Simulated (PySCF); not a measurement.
PySCF input (HF/def2-TZVPD):

```python
from pyscf import gto, scf, dft

mol = gto.M(
    atom='''
    C     0.00000000   -0.00000000    0.00000000
    C    -0.00417723    0.75450823    1.26976351
    C    -0.00404543   -0.77165127    1.25941949
    C     0.76720458    0.00862060   -1.26211027
    C    -0.75898192    0.00852243   -1.26707274
    H    -0.91665785    1.25361755    1.57173539
    H     0.90625614    1.25373480    1.57766269
    H    -0.91643948   -1.27496555    1.55459713
    H     0.90647452   -1.27484830    1.56052443
    H     1.26948429   -0.90074418   -1.56819650
    H     1.26932686    0.92213758   -1.55584135
    H    -1.25914353   -0.90090683   -1.57641846
    H    -1.25930095    0.92197493   -1.56406331
    ''',
    basis='def2-tzvpd',
    charge=0,
    spin=0,
    verbose=4,
)

mf = scf.RHF(mol).density_fit(auxbasis='def2-universal-jkfit')
mf.conv_tol = 1e-9
mf.max_cycle = 100
mf.max_memory = 1500
mf.kernel()
if not mf.converged:
    mf = mf.newton()
    mf.kernel(mf.make_rdm1())
mf.analyze()
```

End of the output:

```
Extra cycle  E= -193.986030647217  delta_E= -2.56e-12  |g|= 6.22e-07  |ddm|= 1.56e-05
converged SCF energy = -193.986030647217
**** SCF Summaries ****
Total Energy =                        -193.986030647216666
Nuclear Repulsion Energy =             170.863294837951031
One-electron Energy =                 -598.911029802186476
Two-electron Energy =                  234.061704317018808
Two-electron Coulomb Energy =          262.904462206808091
DFT Exchange-Correlation Energy =      -28.842757889789283
HOMO-LUMO gap [eV] =                    12.633656439553340
**** MO energy ****
MO #1   energy= -11.2323924365348  occ= 2
MO #2   energy= -11.2225464079164  occ= 2
MO #3   energy= -11.2224675226657  occ= 2
MO #4   energy= -11.2219218308415  occ= 2
MO #5   energy= -11.2219218304753  occ= 2
MO #6   energy= -1.17154832268805  occ= 2
MO #7   energy= -1.05987446613713  occ= 2
MO #8   energy= -0.823929881464382 occ= 2
MO #9   energy= -0.823929879441316 occ= 2
MO #10  energy= -0.739374444169748 occ= 2
MO #11  energy= -0.653191368952854 occ= 2
MO #12  energy= -0.637646850134309 occ= 2
MO #13  energy= -0.637646848428754 occ= 2
MO #14  energy= -0.521240381127826 occ= 2
MO #15  energy= -0.50552713577288  occ= 2
MO #16  energy= -0.486041262857876 occ= 2
MO #17  energy= -0.412643936969459 occ= 2
MO #18  energy= -0.412643934432307 occ= 2
MO #19  energy= -0.387321541593227 occ= 2
MO #20  energy= 0.0769567730162445 occ= 0
MO #21  energy= 0.0926417072714949 occ= 0
MO #22  energy= 0.0926417075929001 occ= 0
MO #23  energy= 0.0970990120293528 occ= 0
MO #24  energy= 0.129247751045066  occ= 0
MO #25  energy= 0.139063088781989  occ= 0
MO #26  energy= 0.139063088973482  occ= 0
MO #27  energy= 0.154209498593459  occ= 0
MO #28  energy= 0.163786017473254  occ= 0
MO #29  energy= 0.194676586888515  occ= 0
MO #30  energy= 0.214203982597143  occ= 0
MO #31  energy= 0.214203983144681  occ= 0
MO #32  energy= 0.216350931998993  occ= 0
MO #33  energy= 0.222649812207301  occ= 0
MO #34  energy= 0.229807850271637  occ= 0
MO #35  energy= 0.229807850648994  occ= 0
MO #36  energy= 0.276193418364313  occ= 0
MO #37  energy= 0.27664370876255   occ= 0
MO #38  energy= 0.278482821730456  occ= 0
MO #39  energy= 0.27848282202323   occ= 0
MO #40  energy= 0.297853320683286  occ= 0
MO #41  energy= 0.297853322143628  occ= 0
MO #42  energy= 0.31757164909263   occ= 0
MO #43  energy= 0.318422926088852  occ= 0
MO #44  energy= 0.325388531294458  occ= 0
MO #45  energy= 0.325388532770665  occ= 0
MO #46  energy= 0.334005187953866  occ= 0
MO #47  energy= 0.346689473056581  occ= 0
MO #48  energy= 0.346689475134303  occ= 0
MO #49  energy= 0.349567960255931  occ= 0
MO #50  energy= 0.366144176824515  occ= 0
MO #51  energy= 0.376915223061263  occ= 0
MO #52  energy= 0.387134070237779  occ= 0
MO #53  energy= 0.411548220324147  occ= 0
MO #54  energy= 0.414537652628752  occ= 0
MO #55  energy= 0.421956333108149  occ= 0
MO #56  energy= 0.421956333210783  occ= 0
MO #57  energy= 0.430859709783485  occ= 0
MO #58  energy= 0.430859711893918  occ= 0
MO #59  energy= 0.443990373026967  occ= 0
MO #60  energy= 0.455094991872743  occ= 0
MO #61  energy= 0.455094992675095  occ= 0
MO #62  energy= 0.458112515528967  occ= 0
MO #63  energy= 0.470529573561974  occ= 0
MO #64  energy= 0.475178801942508  occ= 0
MO #65  energy= 0.476529289018781  occ= 0
MO #66  energy= 0.482741688278863  occ= 0
MO #67  energy= 0.482741688847166  occ= 0
MO #68  energy= 0.485429471313085  occ= 0
MO #69  energy= 0.511347570047283  occ= 0
MO #70  energy= 0.511347570136638  occ= 0
MO #71  energy= 0.51598603285608   occ= 0
MO #72  energy= 0.516931321929208  occ= 0
MO #73  energy= 0.526155881597302  occ= 0
MO #74  energy= 0.526155882033564  occ= 0
MO #75  energy= 0.542220524394309  occ= 0
MO #76  energy= 0.554637207788559  occ= 0
MO #77  energy= 0.557918155440529  occ= 0
MO #78  energy= 0.557918156928768  occ= 0
MO #79  energy= 0.561924623874946  occ= 0
MO #80  energy= 0.561924624441168  occ= 0
MO #81  energy= 0.582652893459775  occ= 0
MO #82  energy= 0.605539374827648  occ= 0
MO #83  energy= 0.636678329070448  occ= 0
MO #84  energy= 0.637882955646323  occ= 0
MO #85  energy= 0.637882959238493  occ= 0
MO #86  energy= 0.675130157758197  occ= 0
MO #87  energy= 0.708778603392286  occ= 0
MO #88  energy= 0.735784801204775  occ= 0
MO #89  energy= 0.740716952721502  occ= 0
MO #90  energy= 0.743879905352087  occ= 0
MO #91  energy= 0.743879906025794  occ= 0
MO #92  energy= 0.763102775806845  occ= 0
MO #93  energy= 0.763564715436355  occ= 0
MO #94  energy= 0.803873081220267  occ= 0
MO #95  energy= 0.80387308346959   occ= 0
MO #96  energy= 0.807008939844733  occ= 0
MO #97  energy= 0.819268400937671  occ= 0
MO #98  energy= 0.819268402949578  occ= 0
MO #99  energy= 0.828989165037279  occ= 0
MO #100 energy= 0.862851637616657  occ= 0
MO #101 energy= 0.862851640149313  occ= 0
MO #102 energy= 0.895159238205083  occ= 0
MO #103 energy= 0.898834770223184  occ= 0
MO #104 energy= 0.899466479452298  occ= 0
MO #105 energy= 0.9086626208283    occ= 0
MO #106 energy= 0.908662622310565  occ= 0
MO #107 energy= 0.915829189956982  occ= 0
[...]
```
